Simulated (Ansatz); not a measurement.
The same calculation of C2H5S, SMILES C[CH]S as a Python script and as an input file (Ansatz 0.2.0, Python API).

`energy_c2h5s.py`
```python
"""Single point of C2H5S."""

import json

import ansatz

BASIS_SET = "cc-pVDZ"
XC = "r2scan"
VDW = "d4"

GEOMETRY = """
C    -0.90110    0.05710   -0.05210
C     0.33460   -0.81390    0.10810
S     1.71520   -0.16440   -0.88320
H    -1.20160    0.09480   -1.12010
H    -1.73500   -0.37600    0.53830
H    -0.69750    1.08620    0.31240
H     0.63150   -0.86810    1.17690
H     1.85390    0.98430   -0.08030
"""

c2h5s = ansatz.Crystal.molecule()
for line in GEOMETRY.strip().splitlines():
    symbol, *xyz = line.split()
    c2h5s = c2h5s.atom(symbol, [float(v) for v in xyz])

setup = c2h5s.calculation().basis(gaussian=BASIS_SET).functional(XC, dispersion=VDW).spin("collinear", total=1)
res = setup.run(threads=1, pin="off")
report = res.report

print("reference energy %16.6f eV" % report["reference_energy_ev"])
print("total energy     %16.6f eV" % report["free_energy_ev"])
print("occupied orbitals outside the frozen core (up, down):", report["n_occupied"], " frozen:", report["n_frozen"], " virtual:", report["n_virtual"])

state = report["mean_field"]["state"]
print(f"mean field: {state['energy']['hartree']:.7f} Ha, <S^2> = {abs(state['spin_squared']):.4f}, stability: {state.get('stability', {}).get('kind')}")
with open("c2h5s.json", "w") as handle:
    json.dump({k: report[k] for k in ("free_energy_ev", "reference_energy_ev", "n_occupied", "n_virtual")}, handle, indent=1)
```

```console
$ python energy_c2h5s.py
reference energy    -12986.975998 eV
total energy        -12987.005939 eV
occupied orbitals outside the frozen core (up, down): [17, 16]  frozen: 0  virtual: [54, 55]
mean field: -477.2625650 Ha, <S^2> = 0.7560, stability: minimum
```

`input.yaml`:
```yaml
crystal:
  periodic: [false, false, false]
  atoms:
    - { symbol: C, position_ang: [-0.9011, 0.0571, -0.0521] }
    - { symbol: C, position_ang: [0.3346, -0.8139, 0.1081] }
    - { symbol: S, position_ang: [1.7152, -0.1644, -0.8832] }
    - { symbol: H, position_ang: [-1.2016, 0.0948, -1.1201] }
    - { symbol: H, position_ang: [-1.735, -0.376, 0.5383] }
    - { symbol: H, position_ang: [-0.6975, 1.0862, 0.3124] }
    - { symbol: H, position_ang: [0.6315, -0.8681, 1.1769] }
    - { symbol: H, position_ang: [1.8539, 0.9843, -0.0803] }
basis:
  gaussian: { orbitals: cc-pVDZ }
hamiltonian:
  xc: r2scan
  dispersion: d4
magnetization:
  spin_polarized: true
  initial_magnetization: 1.0
```

On the command line:
```console
$ ansatz run input.yaml --threads 1 --pin off --max-ram 4096MiB --backend cpu --events-out ev --progress --plain --runs-dir out
Engine: ansatz 0.2.0, aarch64-unknown-linux-gnu
Functional definition: r2SCAN
  parameter k0 = 0.174
  parameter k1 = 0.065
  parameter a1 = 4.9479
  exchange = r2scan_x(k0 = k0, k1 = k1, a1 = a1)
  correlation = r2scan_c
901 factors; their error is unknown
mean field evaluation 1: about -12974.4750 eV, gradient 4.3e1 eV
mean field evaluation 2: about -12904.3106 eV, gradient 9.6e1 eV
mean field evaluation 4: about -12986.7379 eV, gradient 6.4e0 eV
mean field evaluation 8: about -12987.0109 eV, gradient 9.7e-2 eV
mean field evaluation 16: about -12986.9760 eV, gradient 1.6e-4 eV
mean field -12986.97598893 eV, -477.2625647045 hartree, gradient 3.9e-5 eV, S^2 0.755989; 0 other end points of the search recorded, 0 dependent functions left out
reference -12986.97599797 eV, -477.2625650368 hartree; 17, 16 occupied and 54, 55 virtual orbitals, 901 factors
Total energy: -12987.00593890 eV, -477.2636653457 hartree
```

Total energies depend on the basis set; only differences at equal settings carry meaning. The geometry is a force-field or estimated start, not a minimum of this method, and the basis set is short of its limit. The species is open-shell (spin multiplicity 2). Total less reference energy is the dispersion correction. Run time: 5.2 s on 1 thread of Arm Neoverse V1 (shared host), peak memory 0.22 GiB.

(A comment or docstring line of the script was reworded after the run, the code is as it ran.)
